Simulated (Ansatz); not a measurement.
## Be2Zn2C: from a trial structure to a relaxed crystal

Theory: Ansatz 0.2.0, DFT PBE, scalar-relativistic, plane waves, PAW. Cutoff 420 eV, Γ-centred k mesh, Gaussian smearing, no spin polarisation in the final step.

The start puts Be2Zn2C on the sites of a reported Mn2ZnAs2 cell (P-3m1, No. 164), with C in place of Zn, Be in place of Mn, Zn in place of As, at a guessed volume.

```yaml
crystal:
  lattice:
    - [3.49373, 0.00000, 0.00000]
    - [-1.74687, 3.02566, 0.00000]
    - [0.00000, 0.00000, 5.60156]
  atoms:
    - { symbol: Be, position: [0.33333, 0.66667, 0.36944] }
    - { symbol: Be, position: [0.66667, 0.33333, 0.63056] }
    - { symbol: Zn, position: [0.33333, 0.66667, 0.76793] }
    - { symbol: Zn, position: [0.66667, 0.33333, 0.23207] }
    - { symbol: C, position: [0.00000, 0.00000, 0.00000] }
```

Steps on the 6×6×4 mesh (5 atoms). 8 of 9 steps are shown, and the free energy counts from the last. Trial steps that were taken back and renewals of the plane-wave basis can be among the rows.

```
step  ΔF (meV/atom) V (Å³/atom) P (GPa) largest force component (eV/Å)
   1          302.5        11.84    -0.01                           2.936
   2          111.2        11.33     0.20                           1.769
   3           19.0        10.83     4.96                           0.273
   4            4.9        11.04     2.47                           0.157
   5            3.4        11.26     0.94                           0.241
   6           -0.1        11.34    -0.22                           0.010
   7           -0.4        11.31     0.07                           0.047
   9            0.0        11.31     0.03                           0.010
```

A final relaxation ran on a 12×12×8 mesh. The relaxed crystal, P-3m1 (No. 164):

Space group P-3m1 (No. 164). a = 3.378 Å, b = 3.378 Å, c = 5.741 Å, α = 90.00°, β = 90.00°, γ = 120.00°
| atom | site | symmetry | x | y | z |
| --- | --- | --- | --- | --- | --- |
| Be | 2d | 3m. | 0.3333 | 0.6667 | 0.4116 |
| Zn | 2d | 3m. | 0.3333 | 0.6667 | 0.8310 |
| C | 1a | -3m. | 0.0000 | 0.0000 | 0.0000 |

```yaml
Volume_per_atom: 11.35 Å³
Density: 4.71 g/cm³
Energy_over_the_elements: 0.92 eV/atom
Gap_on_the_12×12×8_mesh: 0 eV (a metal)
```

The zero of energy is the elements' standard structures at the same level; no fitted shifts are applied.

The final run used a 12×12×8 mesh on its 5-atom cell and 0.10 eV smearing. For metals, differences of a few meV/atom aren't resolved.

Symmetry constrained the relaxation, so the result can be a saddle point.

Cost: 3 runs of about 1.7 core-minutes in all, on Arm Neoverse V2 (shared hosts).